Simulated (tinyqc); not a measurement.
RKS/exchange-only LDA in the sto-6g basis, for H2O, spin multiplicity 1, step by step. One step of it, computed by the program tinyqc.

Task: Iteration 30 (converged): orbitals. Diagonalise F' = X^T F X, C = X C', fill 5 alpha and 5 beta electrons from the bottom; D = 2 C_occ C_occ^T. Each column has its largest component positive (the first on a tie).

converged F (hartree), lower triangle:
```
,1O 1s,1O 2s,1O 2px,1O 2py,1O 2pz,2H 1s,3H 1s
1O 1s,-18.420994
1O 2s,-4.555787,-1.785826
1O 2px,0.000000,0.000000,0.003779
1O 2py,0.000000,0.000000,0.000000,-0.184981
1O 2pz,-0.025451,-0.195954,0.000000,0.000000,-0.108704
2H 1s,-1.244193,-0.800012,0.000000,-0.237496,-0.239899,-0.425572
3H 1s,-1.244193,-0.800012,0.000000,0.237496,-0.239899,-0.337295,-0.425572
```

X, lower triangle:
```
,1O 1s,1O 2s,1O 2px,1O 2py,1O 2pz,2H 1s,3H 1s
1O 1s,1.023041
1O 2s,-0.141685,1.301248
1O 2px,0.000000,0.000000,1.000000
1O 2py,0.000000,0.000000,0.000000,1.138094
1O 2pz,-0.010331,0.131747,0.000000,0.000000,1.061908
2H 1s,0.020983,-0.337517,0.000000,-0.262675,-0.159054,1.257375
3H 1s,0.020983,-0.337517,0.000000,0.262675,-0.159054,-0.102683,1.257375
```

Give: F' = X^T F X; orbital energies; coefficients C; D after iteration 30.

Result:

F' = X^T F X (hartree), lower triangle:
```
,1,2,3,4,5,6,7
1,-18.0926
2,-2.3997,-0.7456
3,0.0000,0.0000,0.0038
4,0.0000,0.0000,0.0000,0.0322
5,-0.0308,-0.0347,0.0000,0.0000,-0.0151
6,-0.2380,-0.3803,0.0000,-0.3136,-0.2036,0.0475
7,-0.2380,-0.3803,0.0000,0.3136,-0.2036,-0.1031,0.0475
```

orbital energies (hartree): MO1 -18.4275, MO2 -0.8026, MO3 -0.3560, MO4 -0.0894, MO5 0.0038, MO6 0.4106, MO7 0.5388

coefficients C:
```
,MO1,MO2,MO3,MO4,MO5,MO6,MO7
1O 1s,0.9949,-0.2131,0.0000,0.1228,0.0000,-0.1317,0.0000
1O 2s,0.0252,0.7579,0.0000,-0.6340,0.0000,0.9907,0.0000
1O 2px,0.0000,0.0000,0.0000,0.0000,1.0000,0.0000,0.0000
1O 2py,0.0000,0.0000,0.6116,0.0000,0.0000,0.0000,1.0292
1O 2pz,0.0050,0.2285,0.0000,0.7700,0.0000,0.7420,0.0000
2H 1s,-0.0071,0.1829,0.4358,0.2437,0.0000,-0.8446,-0.8966
3H 1s,-0.0071,0.1829,-0.4358,0.2437,0.0000,-0.8446,0.8966
```

D after iteration 30, lower triangle:
```
,1O 1s,1O 2s,1O 2px,1O 2py,1O 2pz,2H 1s,3H 1s
1O 1s,2.1006
1O 2s,-0.4287,1.9540
1O 2px,0.0000,0.0000,2.0000
1O 2py,0.0000,0.0000,0.0000,0.7482
1O 2pz,0.1017,-0.6298,0.0000,0.0000,1.2904
2H 1s,-0.0322,-0.0321,0.0000,0.5331,0.4589,0.5657
3H 1s,-0.0322,-0.0321,0.0000,-0.5331,0.4589,-0.1940,0.5657
```
